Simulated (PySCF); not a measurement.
# Which determinant of BN lies lowest?

Unrestricted PBE0; B STO-3G, N STO-3G; no relativity (PySCF 2.14). Outer shells of the fragments: B 2s2 2p1; N 2s2 2p3.

Followed along the bond (rough minima from three points):

| 2Ms+1 | unpaired | ⟨S²⟩ at the start | R at minimum (Å) | Te (eV) |
| --- | --- | --- | --- | --- |
| 3 | σ ↑, π ↑ | 2.00 | 1.34 | 0.00 |
| 1 | none | 0.89 | 1.26 | 0.16 |
| 1 | σ ↑, π ↓ | 1.07 | 1.35 | 0.27 |
| 3 | π ↑↑ | 2.00 | none in the scan | ≤ 1.66 |
| 5 | σ ↑, π ↑↑↑ | 6.00 | none in the scan | ≤ 3.45 |

Solutions found at the starting distance of 1.470 Å, counted from the lowest of them; the search is not exhaustive and high or unbound solutions are not listed, so other states can lie among these:

```json
{"2Ms+1": "3", "unpaired": "σ ↑, π ↑", "term": "³Π", "E (eV)": "0.00", "⟨S²⟩": "2.00", "⟨Lz²⟩": "1.02", "μ (D)": "-1.64"}
{"2Ms+1": "1", "unpaired": "σ ↑, π ↓", "term": "mixed", "E (eV)": "0.22", "⟨S²⟩": "1.07", "⟨Lz²⟩": "1.00", "μ (D)": "-1.74"}
{"2Ms+1": "1", "unpaired": "none", "term": "mixed", "E (eV)": "1.00", "⟨S²⟩": "0.89", "⟨Lz²⟩": "0.00", "μ (D)": "-1.60"}
{"2Ms+1": "3", "unpaired": "π ↑↑", "term": "³Σ⁻", "E (eV)": "1.33", "⟨S²⟩": "2.00", "⟨Lz²⟩": "0.00", "μ (D)": "0.62"}
{"2Ms+1": "1", "unpaired": "π ↑↓", "term": "mixed", "E (eV)": "1.96", "⟨S²⟩": "1.00", "⟨Lz²⟩": "2.00", "μ (D)": "0.73"}
{"2Ms+1": "3", "unpaired": "σ ↑↑", "term": "³Σ⁺", "E (eV)": "2.41", "⟨S²⟩": "2.12", "⟨Lz²⟩": "0.00", "μ (D)": "-0.93"}
{"2Ms+1": "5", "unpaired": "σ ↑, π ↑↑↑", "term": "⁵Π", "E (eV)": "3.33", "⟨S²⟩": "6.00", "⟨Lz²⟩": "1.00", "μ (D)": "-0.87"}
{"2Ms+1": "1", "unpaired": "none", "term": "mixed", "E (eV)": "3.61", "⟨S²⟩": "0.00", "⟨Lz²⟩": "2.00", "μ (D)": "1.01"}
{"2Ms+1": "3", "unpaired": "σ ↑, π ↑↑↓", "term": "mixed", "E (eV)": "4.33", "⟨S²⟩": "3.00", "⟨Lz²⟩": "3.00", "μ (D)": "-0.95"}
{"2Ms+1": "5", "unpaired": "σ ↑↑, π ↑↑", "term": "mixed", "E (eV)": "5.42", "⟨S²⟩": "6.01", "⟨Lz²⟩": "2.00", "μ (D)": "0.14"}
{"2Ms+1": "5", "unpaired": "σ ↑↑, π ↑↑", "term": "mixed", "E (eV)": "6.11", "⟨S²⟩": "6.00", "⟨Lz²⟩": "2.00", "μ (D)": "-0.11"}
{"2Ms+1": "3", "unpaired": "σ ↑↑, π ↑↓", "term": "mixed", "E (eV)": "7.33", "⟨S²⟩": "3.00", "⟨Lz²⟩": "2.00", "μ (D)": "-0.36"}
```

A term symbol is given only where ⟨S²⟩ and ⟨Lz²⟩ are close to those of a pure state; real π, δ and φ orbitals otherwise mix terms. A positive dipole means B(−)N(+).

Question: Compare the gap between the two lowest followed solutions at the starting distance with the gap between their minima.

Answer: At PBE0 the second solution (Ms = 0 of mixed spin, paired orbitals spin-polarised) lies +1.00 eV from the first (triplet, unpaired electrons σ ↑, π ↑) at 1.470 Å and +0.16 eV at the minima; the two curves relax by different amounts, since their minima lie near 1.26 and 1.34 Å.

STO-3G is very small, so such numbers show the basis as much as the molecule.
